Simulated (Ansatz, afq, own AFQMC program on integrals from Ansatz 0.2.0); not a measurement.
AFQMC on a folder of integrals that Ansatz 0.2.0 wrote.

```yaml
crystal:
  periodic: [false, false, false]
  atoms:
    - {symbol: P, position_ang: [0.000000, 0.000000, 0.000000]}
basis:
  gaussian: {orbitals: cc-pVDZ}
total_charge: 1
magnetization: {spin_polarized: true, initial_magnetization: 2}
correlation: {method: ccsd_t, electrons: outside_noble_gas, hamiltonian_folder: ham}
```

```sh
$ ansatz run in.yaml --threads 1 --pin off --events-out ev --progress --plain --max-ram 16896MiB --backend cuda --devices 0, --max-vram 18GiB
```

Options of the walk:

```
--method free --trial cisd --walkers 4000 --time-step 0.03 --max-blocks 4000 --target-error 0.00024 --factor-cut 1e-05 --seed 1482 --times 0,0.3,0.6,1.2,1.8,2.4,3.6,4.8,6 --taylor-order 8
```

Times are imaginary, in 1/Eh. The walk had a cap of 61 s.

afq prints:

```
orbitals 13  electrons 3 1  factors 69 of 100
reference energy -340.34391634 Eh
CCSD correlation -0.07001047 Eh in 9 cycles, weight of the determinant in the CISD state 0.9461
repeat  energy at the last time / Eh  error
    10  -340.415243  0.000012
    20  -340.415240  0.000010
    30  -340.415239  0.000010
time / (1/Eh)  energy / Eh  error  mean overlap
  0.00  -340.413925  0.000001  1.0569
  0.30  -340.414569  0.000004  1.0578
  0.60  -340.414883  0.000005  1.0587
  1.20  -340.415137  0.000007  1.0577
  1.80  -340.415195  0.000006  1.0589
  2.40  -340.415215  0.000009  1.0599
  3.60  -340.415227  0.000008  1.0600
  4.80  -340.415229  0.000008  1.0633
  6.00  -340.415239  0.000009  1.0634
energy -340.415239 +/- 0.000009 Eh
```

The run passed its tests (error under three times the target), which doesn't prove that it has relaxed.

Against this walk (error 0.3 meV) on the same determinant: CCSD(T) 10.8 meV higher, CCSDT(Q) 0.6 meV higher, full CI 0.2 meV higher (within the noise). The error is statistical, and a free projection of finite length keeps a remainder of its start.

Cautions: remainder of the start not in the error.

The walk took 20 s on 1 × NVIDIA H100 80GB HBM3 with 2 threads of AMD EPYC 7R13 Processor (Zen 3), with other jobs on the host (the card was shared). The log's last line is the free-projection energy.

CCSDT and higher add their correlation energy to the determinant of the CCSD(T) run, since their own runs factorise the integrals more tightly (a shift of under 2 meV). A walk keeps the symmetry of its determinant, which the program's search chose and which needn't be the lowest solution, so a lower state of the same spin and another symmetry isn't excluded.
